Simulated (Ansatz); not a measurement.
# SiNH₄ (quartet): from Hartree-Fock to the top rungs at distance Si1–H5 along a hydrogen transfer = 1.684 Å, cc-pVDZ

An exercise on one series of results from a longer session: the logs are not shown, and one member is left open.

Program: Ansatz 0.2.0, Gaussian basis. Level of theory: cc-pVDZ, core rule «outside noble gas», up to 6 orbitals frozen. These are calculated values, not measurements.

To be run: UHF; CCSD(T) on ROHF; CCSD(T) on UHF; BCCD(T) on ROHF; CISD; CCSDT(Q) on ROHF; CCSDT(Q) on UHF; CASSCF and MRCISD+Q, 5 electrons in 5 orbitals; CASSCF and NEVPT2, 5 electrons in 5 orbitals.

9 further runs of the same task are left out: 1 for a mislabelled method, 8 that didn't finish.

### The geometry

The geometry derives from fragments relaxed apart (PBE0/def2-TZVP) and kept rigid, so it is no stationary point. A hydrogen atom is moved between rigid fragments.

6 atoms, charge 0, spin multiplicity 4.

Atoms are counted from 1 here; the program's logs count them from 0.

Bond lengths: Si1–H2 1.485 Å, Si1–H3 1.485 Å, Si1–H4 1.485 Å, Si1–H5 1.684 Å, H5–N6 1.189 Å. Angles: H2–Si1–H3 109.5°, H2–Si1–H4 109.5°, H2–Si1–H5 109.5°, H3–Si1–H4 109.5°, H3–Si1–H5 109.5°, H4–Si1–H5 109.5°, Si1–H5–N6 180.0°.

The first run:

Input file in.yaml:

```yaml
crystal:
  periodic: [false, false, false]
  atoms:
    - {symbol: Si, position_ang: [-0.876816, 0.000000, 0.000000]}
    - {symbol: H, position_ang: [-1.371688, 1.399708, 0.000000]}
    - {symbol: H, position_ang: [-1.371687, -0.699854, 1.212183]}
    - {symbol: H, position_ang: [-1.371688, -0.699854, -1.212183]}
    - {symbol: H, position_ang: [0.807184, 0.000000, 0.000000]}
    - {symbol: N, position_ang: [1.996184, 0.000000, 0.000000]}
basis:
  gaussian: {orbitals: cc-pVDZ}
magnetization: {spin_polarized: true, initial_magnetization: 3}
hamiltonian: {xc: hf}
output: {orbitals: {seedname: orbitals}}
```

Command:

```
ansatz run in.yaml --threads 1 --pin off --events-out ev --progress --plain --max-ram 2393MiB
```

Among the steps run: UHF; CCSD(T) on ROHF; CCSD(T) on UHF; BCCD(T) on ROHF; CISD; CCSDT(Q) on ROHF; CCSDT(Q) on UHF; CASSCF and MRCISD+Q, 5 electrons in 5 orbitals; CASSCF and NEVPT2, 5 electrons in 5 orbitals.

One table of the session follows, with a row left open; its other results are not shown here.

It belongs to the step «Misses and costs». 

| method | from UCCSDT(Q) (meV) |
| --- | --- |
| ROHF | +7488.0 |
| UHF | +7105.6 |
| RMP2 | +1418.6 |
| UMP2 | +1472.8 |
| CISD | +751.9 |
| RCCSD | +182.1 |
| UCCSD | +174.1 |
| RCCSD(T) | +37.5 |
| UCCSD(T) | ? |
| BCCD(T) | +37.3 |
| RCCSDT | +8.8 |
| UCCSDT | +6.7 |
| RCCSDT(Q) | +1.8 |
| UCCSDT(Q) | 0 |

Q: Estimate the row for UCCSD(T) from the others.

**Answer.** from UCCSDT(Q) (meV): +36.4. In the column «from UCCSDT(Q) (meV)» it lies between RCCSDT (+8.8) and BCCD(T) (+37.3).

Left out of the table: CASSCF pair, NEVPT2 pair, MRCISD pair, MRCISD+Q pair (the active space lost an orbital or holds another state than full CI finds).

Limits of these values: Restricted and unrestricted rows rest on different reference determinants; where their highest levels disagree by more than a few hundredths of an eV, they describe different states and don't form one ladder. Warnings in the runs' records: passed over end.
